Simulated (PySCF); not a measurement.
Ionisation energies (eV) were calculated with PySCF 2.14 by MP2 (valence), UHF, LDA, in another order, as differences of total energies without spin-orbit coupling. The measured values are between term centres (NIST).

| species | measured | A | B | C |
| --- | --- | --- | --- | --- |
| B (aug-cc-pCVTZ-DK with one added diffuse shell each of s, p, d, f type, spin-free X2C) | 8.297 | 8.033 | 8.637 | 8.261 |
| F (aug-cc-pCVTZ-DK with one added diffuse shell each of s, p, d, f type, spin-free X2C) | 17.427 | 15.654 | 17.960 | 17.305 |
| P (aug-cc-pCVTZ-DK with one added diffuse shell each of s, p, d, f type, spin-free X2C) | 10.526 | 9.896 | 10.568 | 10.483 |
| S (aug-cc-pCVTZ-DK with one added diffuse shell each of s, p, d, f type, spin-free X2C) | 10.336 | 9.222 | 10.555 | 9.991 |
| Cr (aug-cc-pwCVTZ-DK with one added diffuse shell each of s, p, d, f, g type, spin-free X2C) | 6.767 | 6.004 | 7.591 | 6.519 |
| Cu (aug-cc-pwCVTZ-DK with one added diffuse shell each of s, p, d, f, g type, spin-free X2C) | 7.726 | 6.583 | 8.631 | 7.687 |
| Pd (aug-cc-pwCVTZ-DK with one added diffuse shell each of s, p, d, f, g type, spin-free X2C) | 8.512 | 6.247 | 9.302 | 8.750 |
| Sb (aug-cc-pwCVTZ-DK3 with one added diffuse shell each of s, p, d, f type, spin-free X2C) | 9.124 | 8.568 | 9.125 | 8.989 |

Q: Which column is which method?

A: A is UHF (mean error -1.06 eV); B is LDA (mean error 0.46 eV); C is MP2 (valence) (mean error -0.09 eV). Hartree-Fock lacks the correlation of the electron removed and comes out lowest. LDA overbinds the outer electron and comes out highest. Valence MP2 in a finite basis recovers only part of the missing correlation, so it stays below experiment on average.
